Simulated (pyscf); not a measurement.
Thermochemistry of product channels of AsH₂• + H₃Si–SiH₃ on the doublet surface, in kJ/mol, from ωB97M-D3(BJ)/def2-TZVP energies (ideal gas, 1 atm, RRHO with modes under 100 cm⁻¹ raised to 100, one conformer, R ln 2 for chiral ones without a mode under 150 cm⁻¹). Single points on ωB97X-D3(BJ)/def2-SVP structures (PySCF, gas phase).

| products | ΔE | ΔH(298 K) | ΔG(298 K) | ΔG(900 K) |
|---|---|---|---|---|
| •H₂Si–SiH₂–AsH₂ + H₂ | +55.1 | +51.7 | +54.9 | +54.2 |
| H₃Si–AsH₂ + SiH₃• | +48.6 | +49.4 | +46.3 | ___ |
| AsH [triplet] + SiH₄ + SiH₃• | ___ | +227.0 | +187.9 | +111.6 |
| H₃Si–SiH₂–AsH• + H₂ | -13.7 | -16.2 | -12.2 | -11.0 |
| AsH₃ + •H₂Si–SiH₃ | +63.6 | +64.5 | +59.9 | +50.9 |
| H₃Si–AsH• + SiH₄ | -33.1 | -30.2 | -30.2 | -28.8 |

Task: Complete the blanks.

Result: 
- H₃Si–AsH₂ + SiH₃•, ΔG(900 K): +40.4
- AsH [triplet] + SiH₄ + SiH₃•, ΔE: +233.7

These are energies of the channels, which say nothing of barriers. •H₂Si–SiH₂–AsH₂ lies 102.7 kJ/mol over its isomer H₃Si–As•–SiH₃ (electronic energy, ωB97M-D3(BJ)/def2-TZVP). H₃Si–SiH₂–AsH• lies 33.8 kJ/mol over its isomer H₃Si–As•–SiH₃ (electronic energy, ωB97M-D3(BJ)/def2-TZVP). Elements up to Kr have no core potential and no relativistic terms here.
